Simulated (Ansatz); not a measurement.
# P (P, black phosphorus): the cost of one run

Method: DFT r²SCAN, plane waves with PAW, scalar-relativistic, in Ansatz 0.2.0.

1 further run of the same task is left out (set aside as unsound or not needed).

**1. Starting point**

The structure is orthorhombic, space group Cmce (No. 64). Conventional cell: a = 3.308 Å, b = 10.997 Å, c = 4.547 Å, α = 90.00°, β = 90.00°, γ = 90.00°. P (site symmetry m) is surrounded by 3 P at 2.21 to 2.25 Å.

As a file:

```cif
data_structure
_symmetry_space_group_name_H-M 'P 1'
_symmetry_Int_Tables_number 1
_cell_length_a 5.7417
_cell_length_b 5.7417
_cell_length_c 4.5469
_cell_angle_alpha 90.000
_cell_angle_beta 90.000
_cell_angle_gamma 146.519
_cell_volume 82.69
loop_
_atom_site_label
_atom_site_type_symbol
_atom_site_fract_x
_atom_site_fract_y
_atom_site_fract_z
_atom_site_occupancy
P1 P 0.09551 0.90449 0.91181 1
P2 P 0.59551 0.40449 0.58819 1
P3 P 0.90449 0.09551 0.08819 1
P4 P 0.40449 0.59551 0.41181 1
```

**2. Width 0.01 eV**

The run at 0.01 eV.

input.yaml

```yaml
crystal:
  lattice:
    - [1.653834659, -5.4984059606, 0.0]
    - [1.653834659, 5.4984059606, 0.0]
    - [0.0, 0.0, 4.5468944061]
  atoms:
    - { symbol: P, position: [0.0955109276, 0.9044890724, 0.9118095445] }
    - { symbol: P, position: [0.5955109276, 0.4044890724, 0.5881904555] }
    - { symbol: P, position: [0.9044890724, 0.0955109276, 0.0881904555] }
    - { symbol: P, position: [0.4044890724, 0.5955109276, 0.4118095445] }
hamiltonian:
  xc: r2scan
  pseudopotentials:
    kind: paw
    azcp:
      P: "pseudopotentials/P.paw.azcp"
basis:
  ecutwfc: 500
  fft_grid_basis: typed
kpoints:
  mp_grid: { grid: [10, 10, 7], shift: [0, 0, 0] }
magnetization:
  spin_polarized: false
scf:
  occupations: { method: gaussian, width: 0.01 }
  lower_state_search: "off"
output:
  stress: true
  write_density: true
  write_potential: true
  elf: true
  volumetric_format: npy
```

Launch:

```
$ ansatz run input.yaml --threads 2 --pin off --max-ram 5120MiB --backend cpu --events-out ev --progress --plain --runs-dir out
```

**Question.** How long does this run take on 2 threads of Intel Xeon Platinum 8488C (Sapphire Rapids), shared host, and how much memory does it need?

About 9.6 s, with a peak of 0.83 GiB.
